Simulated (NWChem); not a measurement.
# One shape, several levels: C2H2S (ethenethione)

Aim: a comparison of 6 runs (HF/STO-3G, HF/3-21G, B3LYP/6-31G*, SVWN5/def2-TZVP, MP2/def2-TZVP, CCSD(T)/def2-TZVP) of C2H2S (ethenethione). 

Program for the calculation: NWChem 7.3.0.

1 further run of the same task is left out (set aside as unsound or not needed).

## Step 1: The structure to begin with

C2H2S has 5 atoms, charge 0, and is taken as a singlet. As SMILES, `C=C=S`. The shape is that of a PBE0-D4/def2-TZVP optimisation.

Bond lengths: C1–C2 1.303 Å, C2–S3 1.551 Å, C1–H4 1.084 Å, C1–H5 1.084 Å. Angles: C1–C2–S3 180.0°, C2–C1–H4 120.5°, C2–C1–H5 120.5°, H4–C1–H5 118.9°.

## Step 2: Energy and gradient at HF/STO-3G (run 1)

nw.nw

```
echo
start nw
memory stack 880 mb heap 220 mb global 1100 mb
geometry units angstrom noautosym nocenter noautoz
 C        0.548210      -0.249340       0.104130
 C       -0.620590       0.282310      -0.117960
 S       -2.011740       0.915010      -0.382210
 H        1.399960       0.016540      -0.510810
 H        0.684170      -0.964520       0.906870
end
basis spherical bse
 * library STO-3G
end
scf
 singlet
 rhf
 thresh 1e-08
 maxiter 80
 print medium
end
task scf gradient
```

Command:

```bash
nwchem nw.nw > nw.out
```

Log:

```text
[...]
  functions       =    21
[...]
  wavefunction    = RHF
[...]
         Total SCF energy =   -469.047400798484
      One-electron energy =   -806.740422542974
      Two-electron energy =    258.519583340648
 Nuclear repulsion energy =     79.173438403842
        Time for solution =      0.6s
[...]
                         RHF ENERGY GRADIENTS
    atom               coordinates                        gradient
                 x          y          z           x          y          z
   1 C       1.035967  -0.471184   0.196777    0.011980  -0.005440   0.002259
   2 C      -1.172745   0.533489  -0.222912    0.005727  -0.002604   0.001089
   3 S      -3.801637   1.729118  -0.722272   -0.016225   0.007378  -0.003080
   4 H       2.645541   0.031256  -0.965291    0.000995   0.002711  -0.003570
   5 H       1.292894  -1.822679   1.713736   -0.002476  -0.002044   0.003302
[...]
```

Wall time 1.4 s (1 thread of Intel Xeon 6975P-C (Granite Rapids), shared host); peak memory 0.1 GiB.

## Step 3: Energy and forces at HF/3-21G (run 2)

struct.nw

```
start struct
memory total 2200 mb
charge 0

geometry noautosym nocenter noautoz
  C      0.548210    -0.249340     0.104130
  C     -0.620590     0.282310    -0.117960
  S     -2.011740     0.915010    -0.382210
  H      1.399960     0.016540    -0.510810
  H      0.684170    -0.964520     0.906870
end

basis spherical bse
  * library 3-21G
end

scf
  thresh 1e-08
  maxiter 80
end

task scf gradient
```

Command:

```bash
nwchem struct.nw > struct.out
```

Log:

```text
[...]
  functions       =    35
[...]
  wavefunction    = RHF
[...]
         Total SCF energy =   -471.972089928426
      One-electron energy =   -806.473281528298
      Two-electron energy =    255.327753196030
 Nuclear repulsion energy =     79.173438403842
        Time for solution =      0.7s
[...]
                         RHF ENERGY GRADIENTS
    atom               coordinates                        gradient
                 x          y          z           x          y          z
   1 C       1.035967  -0.471184   0.196777    0.013156  -0.005978   0.002486
   2 C      -1.172745   0.533489  -0.222912   -0.064894   0.029517  -0.012327
   3 S      -3.801637   1.729118  -0.722272    0.044381  -0.020187   0.008432
   4 H       2.645541   0.031256  -0.965291    0.006319   0.001941  -0.004522
   5 H       1.292894  -1.822679   1.713736    0.001038  -0.005292   0.005931
[...]
```

It took 1.5 s on 1 thread of Intel Xeon 6975P-C (Granite Rapids), shared host; peak memory 0.1 GiB.

## Step 4: Energy and forces at B3LYP/6-31G(d) (Cartesian functions) (run 3)

nw.nw

```
start nw
memory 2200 mb
charge 0
geometry units angstroms noautosym nocenter noautoz
 C     0.548210   -0.249340    0.104130
 C    -0.620590    0.282310   -0.117960
 S    -2.011740    0.915010   -0.382210
 H     1.399960    0.016540   -0.510810
 H     0.684170   -0.964520    0.906870
end
basis
 C library 6-31G*
 S library 6-31G*
 H library 6-31G*
end
dft
 xc b3lyp
 grid xfine
 convergence energy 1e-08
 iterations 100
 mulliken
end
task dft gradient
```

Command:

```bash
nwchem nw.nw > nw.out
```

Log:

```text
[...]
          Wavefunction type:  closed shell.
          No. of atoms     :     5
          No. of electrons :    30
[...]
          Charge           :     0
          Spin multiplicity:     1
[...]
          AO basis - number of functions:    53
[...]
              XC Information
              --------------
                         B3LYP Method XC Potential
                     Hartree-Fock (Exact) Exchange  0.200
                        Slater Exchange Functional  0.800 local
                    Becke 1988 Exchange Functional  0.720 non-local
              Lee-Yang-Parr Correlation Functional  0.810
                  VWN I RPA Correlation Functional  0.190 local
[...]
 d= 0,ls=0.0,diis     1   -475.5036616420 -5.55D+02  1.70D-02  4.97D-01     1.8
[...]
 d= 0,ls=0.0,diis    11   -475.5533730089 -1.79D-10  3.69D-07  1.16D-09    11.3
         Total DFT energy =     -475.553373008928
      One electron energy =     -810.050496432358
           Coulomb energy =      292.548699705044
    Exchange-Corr. energy =      -37.225014685455
 Nuclear repulsion energy =       79.173438403842
[...]
  wavefunction    = closed shell
                         DFT ENERGY GRADIENTS
    atom               coordinates                        gradient
                 x          y          z           x          y          z
   1 C       1.035967  -0.471184   0.196777   -0.006070   0.002767  -0.001164
   2 C      -1.172745   0.533489  -0.222912   -0.006968   0.003170  -0.001323
   3 S      -3.801637   1.729118  -0.722272    0.016290  -0.007411   0.003096
   4 H       2.645541   0.031256  -0.965291   -0.002116   0.000065   0.000667
   5 H       1.292894  -1.822679   1.713736   -0.001136   0.001409  -0.001276
[...]
```

Run time: 14 s. Hardware: 1 thread of Intel Xeon 6975P-C (Granite Rapids), shared host; peak memory 0.13 GiB.

Runs 4 to 5 aren't shown in full; the table further down has their settings and results.

## Step 5: The energy at CCSD(T)/def2-TZVP (run 6)

a.nw

```
start a
title "C2H2S ccsd(t)"
memory stack 880 mb heap 220 mb global 1100 mb

geometry units bohr noautosym nocenter noautoz
 C    1.03596676  -0.47118431   0.19677718
 C   -1.17274514   0.53348858  -0.22291209
 S   -3.80163763   1.72911830  -0.72227222
 H    2.64554099   0.03125607  -0.96529100
 H    1.29289392  -1.82267864   1.71373593
end

basis "ao basis" spherical bse
 C library def2-TZVP
 S library def2-TZVP
 H library def2-TZVP
end

scf
 thresh 1e-08
 maxiter 80
end

ccsd
 freeze core 7
 maxiter 60
end

task ccsd(t) energy
```

Command:

```bash
nwchem a.nw > a.out
```

Log:

```text
[...]
  functions       =   111
[...]
  wavefunction    = RHF
[...]
         Total SCF energy =   -474.415867022739
      One-electron energy =   -809.617655805560
      Two-electron energy =    256.028356003426
 Nuclear repulsion energy =     79.173432779394
        Time for solution =     32.7s
[...]
 Total MP2 energy:           -474.888439295700152
[...]
             energy      energy      error      ampl     ampl      Block
                                                time     time      time
[...]
 Total CCSD energy:           -474.912681899829636
[...]
 Total CCSD+T(CCSD) energy:           -474.941962857216254
[...]
 Total CCSD(T) energy:                -474.940720354196458
[...]
```

Run time: 4.9 min. Hardware: 1 thread of Intel Xeon 6975P-C (Granite Rapids), shared host; peak memory 0.31 GiB.

## Step 6: Overview of the runs

| run | level | Cartesian functions | iteration cap | energy (Eh) | dipole moment (D) | HOMO energy (eV) | LUMO energy (eV) | wall time |
| --- | --- | --- | --- | --- | --- | --- | --- | --- |
| 1 | HF/STO-3G | no | 80 | -469.047401 | 0.36 | -6.08 | 5.83 | 1.4 s |
| 2 | HF/3-21G | no | 80 | -471.972090 | 2.08 | -8.93 | 1.77 | 1.5 s |
| 3 | B3LYP/6-31G* (Cartesian functions) | yes | 100 | -475.553373 | 1.31 | -6.18 | -2.11 | 14 s |
| 4 | SVWN5/def2-TZVP | no | 100 | -473.514536 | 0.96 | -5.69 | -3.25 | 33 s |
| 5 | MP2/def2-TZVP | no | 80 | -474.888439 | 0.76 | – | – | 92 s |
| 6 | CCSD(T)/def2-TZVP | no | 80 | -474.940720 | – | -8.95 | 1.66 | 4.9 min |

## Step 7: Results

| quantity | value |
| --- | --- |
| run 6: total energy | -474.94072 Eh |
| run 6: HOMO energy (Hartree–Fock orbitals) | -8.95 eV |
| run 6: LUMO energy (Hartree–Fock orbitals) | 1.66 eV |
| run 6: HOMO–LUMO gap (Hartree–Fock orbitals) | 10.60 eV |
| run 6: correlation energy (7 core orbitals frozen) | -524.9 mEh |
| run 6: (T) correction | -28.04 mEh |

In words: Over runs 1, 2, 3, 4, 5 the dipole moment (its size) runs from 0.36 D (HF/STO-3G) to 2.08 D (HF/3-21G). Over runs 1, 2, 3, 4 the HOMO–LUMO gap runs from 2.44 eV (SVWN5/def2-TZVP) to 11.92 eV (HF/STO-3G). The two ends differ in method and basis. Totals of different functionals can't be ranked against each other. In run 1 the basis is minimal, so the values are rough. All runs together took 7.2 min, the longest 4.9 min.
